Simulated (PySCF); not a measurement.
C4H6: calculation against experiment

**What was measured.**

From NIST CCCBDB Release 22 (SRD 101), experimental dipoles, for the gas: dipole moment 0.782 D.

NIST CCCBDB Release 22 (SRD 101), experimental polarizabilities lists, for the gas: mean polarisability 7.41 Å³.

The runs below try to reproduce these values; the comparison stands at the end.

Species: C4H6.
Numbering: `[CH:1]#[C:2][CH2:3][CH3:4]` (hydrogens: H5 on C1; H6, H7 on C3; H8, H9, H10 on C4)

Structure used (GFN2-xTB), in Å, numbered top down from 1:
```xyz
10
C4H6 angstrom
C      2.2092   -0.2912   -0.4226
C      1.1130    0.1639   -0.2728
C     -0.2252    0.6869   -0.0840
C     -1.1970   -0.4164    0.3354
H      3.1743   -0.6793   -0.5568
H     -0.5612    1.1423   -1.0206
H     -0.1937    1.4676    0.6822
H     -1.2399   -1.1930   -0.4252
H     -0.8757   -0.8707    1.2702
H     -2.1950   -0.0054    0.4716
```

The PySCF runs (gas phase, on this GFN2-xTB geometry; no spin–orbit coupling):

| level | job | basis functions | wall time |
| --- | --- | --- | --- |
| CAM-B3LYP/def2-SVPD | 8 singlets by full TDDFT, 3 Tamm–Dancoff triplets, polarisability | 128 | 4.7 s |

Hardware: an x86-64 server with one thread, on a shared host.

## Comparison

**Dipole moment.** Measured: 0.782 D (NIST CCCBDB Release 22 (SRD 101), experimental dipoles).

```csv
level,computed (D),computed − measured (D),% (from the printed values)
CAM-B3LYP/def2-SVPD,0.799,+0.017,+2
```

The computed dipoles belong to one fixed geometry; measured ones are averaged over vibrations unless marked μe. Magnitudes are compared, not signs.

**Mean polarisability.** Measured: 7.41 Å³ (NIST CCCBDB Release 22 (SRD 101), experimental polarizabilities).

```csv
level,computed (Å³),computed − measured (Å³),% (from the printed values)
CAM-B3LYP/def2-SVPD,6.96,-0.45,-6
```

The computed values are static and purely electronic, with core orbitals frozen in the response (1 au = 0.148185 Å³). The table of measured values doesn't say here whether a value is static or optical, or holds a vibrational part.

The geometry is computed, not the measured one. Where a level misses, the cause wasn't examined.
